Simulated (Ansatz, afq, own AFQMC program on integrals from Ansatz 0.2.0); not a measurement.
Integrals from Ansatz 0.2.0, then the random walk in our own AFQMC program (afq).

```yaml
crystal:
  periodic: [false, false, false]
  atoms:
    - {symbol: Se, position_ang: [0.000000, 0.000000, 0.000000]}
    - {symbol: Se, position_ang: [0.000000, 0.000000, 1.923000]}
basis:
  gaussian: {orbitals: cc-pVDZ}
total_charge: 1
magnetization: {spin_polarized: false, initial_magnetization: 1}
correlation: {method: ccsd_t, electrons: outside_noble_gas, hamiltonian_folder: ham}
```

```sh
$ ansatz run in.yaml --threads 1 --pin off --events-out ev --progress --plain --max-ram 1382MiB
```

afq runs on the folder ham with

```
--method phaseless --trial cisd --walkers 60 --populations 1 --least-time 40 --time-step 0.005 --steps-per-block 50 --equilibration-blocks 28 --max-blocks 300 --target-error 0.0004 --factor-cut 1e-05 --start spin_pure --seed 3364 --release-times 0.24,0.51,0.99,1.62,2.4 --release-step 0.03 --release-every 4 --taylor-order 6
```

Times are imaginary, in 1/Eh. The walk had a cap of 491 s. Filled inner d shells are frozen with the cores.

```
orbitals 26  electrons 6 5  factors 199 of 658
reference energy -4799.29107757 Eh
CCSD correlation -0.22968268 Eh in 9 cycles, weight of the determinant in the CISD state 0.8704
energy of the start -4799.520758 Eh
 block  time / (1/Eh)  mean weight  energy / Eh
     1     0.250  1.0006  -4799.517286
     2     0.500  1.0006  -4799.519428
     3     0.750  0.9996  -4799.519707
     4     1.000  1.0015  -4799.521811
     5     1.250  0.9987  -4799.521434
     7     1.750  1.0005  -4799.528418
     9     2.250  0.9999  -4799.541070
    17     4.250  0.9999  -4799.527309
    33     8.250  0.9988  -4799.526529
    49    12.250  0.9994  -4799.527422
    65    16.250  0.9984  -4799.527156
    81    20.250  0.9999  -4799.527839
    97    24.250  1.0018  -4799.539630
   113    28.250  1.0007  -4799.532815
   129    32.250  0.9991  -4799.546595
   137    34.250  0.9965  -4799.566770
   145    36.250  1.0012  -4799.521874
   161    40.250  1.0023  -4799.528892
   177    44.250  0.9975  -4799.528608
   193    48.250  1.0009  -4799.530316
   209    52.250  1.0005  -4799.529082
   225    56.250  1.0005  -4799.527237
   241    60.250  1.0019  -4799.532967
   257    64.250  1.0010  -4799.527238
   273    68.250  0.9977  -4799.525807
   289    72.250  1.0005  -4799.528694
   305    76.250  0.9963  -4799.530572
   321    80.250  1.0020  -4799.525226
blocks merged  error / Eh  count
     1  0.000398  300
     2  0.000495  150
     4  0.000627  75
     8  0.000791  37
    16  0.000839  18
    32  0.000899  9
released: time / (1/Eh)  energy / Eh  error  mean overlap
  0.24  -4799.531768  0.000928  0.9932
  0.51  -4799.531939  0.000618  0.9916
  0.99  -4799.531696  0.000658  0.9811
  1.62  -4799.532310  0.000663  0.9694
  2.40  -4799.531815  0.000643  0.9748
energy -4799.531324 +/- 0.000839 Eh
(rows thinned)
```

(1) Estimate how long the walk took on 1 thread of Intel(R) Xeon(R) 6975P-C (Granite Rapids), on a shared host.

The run passed its tests (sampling time, drift between the halves within three errors, error under three times the target), which doesn't prove that it has relaxed.

Against this walk (error 22.8 meV) on the same determinant: CCSD(T) 20.1 meV higher (within the noise). The error is statistical and leaves out the bias of the constraint. None of these is a sure reference here. Released to 2.40 1/Eh the energy moves by -13 ± 29 meV (both errors), within twice the noise.

Cautions: constraint bias not in the error; error above the target (22.8 against 10.9 meV); no relativity below Rb; no spin-orbit coupling; inner d shell frozen.

Results:

(1) 2.6 min of wall time.

A walk keeps the symmetry of its determinant, which the program's search chose and which needn't be the lowest solution, so a lower state of the same spin and another symmetry isn't excluded.
